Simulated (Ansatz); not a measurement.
Basis-set extrapolation for C4H6 (`C=CC=C`) (PBE0-D4/def2-TZVP geometry, frozen core, Ansatz 0.2.0). Multiplicity 1, RHF reference.

```json
{"": "HF", "def2-TZVPP": "-154.982479", "def2-QZVPP": "-154.989534"}
{"": "MP2 correlation", "def2-TZVPP": "-0.647884", "def2-QZVPP": "-0.688999"}
{"": "CCSD(T) correlation", "def2-TZVPP": "-0.715813", "def2-QZVPP": "not run"}
```

Energies in hartree. Use E(X) = E(∞) + A·exp(−7.88·√X) for Hartree–Fock and E(X) = E(∞) + B·X^(−2.97) for correlation, with X = 3 and 4, and add CCSD(T) minus MP2 of the smaller set to the MP2 limit.

Task: What is the CCSD(T) energy at the basis-set limit?

Result: HF limit: -154.989534 + (-0.007055) × 0.13774 = -154.99051. MP2 limit: -0.688999 + (-0.041115) × 0.74074 = -0.71945. Higher-order term: -0.715813 − (-0.647884) = -0.06793. Total: -155.77789 hartree, 209.0 kJ/mol below CCSD(T)/def2-TZVPP.
